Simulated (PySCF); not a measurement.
Electron affinity of F by level of theory

F⁻ [Ne] (1S) → F [He] 2s2 2p5 (2P), as a difference of total energies. Calculation: PySCF 2.14, in x2c-TZVPPall with one added diffuse shell each of s, p, d type (6s4p3d1f, 40 functions); scalar relativity by spin-free X2C-1e. Correlated levels: valence and next inner shell: nothing frozen. The calculations carry no spin-orbit coupling.

```csv
method,electron affinity (eV)
UHF,1.178
MP2 (valence and next inner shell),3.585
SCS-MP2 (valence and next inner shell),3.394
CCSD (valence and next inner shell),3.101
CCSD(T) (valence and next inner shell),3.258
```

A first-order spin-orbit estimate (lowest level to lowest level, LS coupling) adds -0.017 eV.

Errors of the correlated levels include the incompleteness of this basis.

**Question.** Which method comes closest to the reference value, and which is furthest?

**Answer.** The reference is 3.401 eV (measured; photodetachment measurements, as compiled on the Wikipedia data page of electron affinities). Closest: SCS-MP2 (valence and next inner shell) (error -0.024 eV); furthest: UHF (error -2.240 eV), both after the spin-orbit estimate.
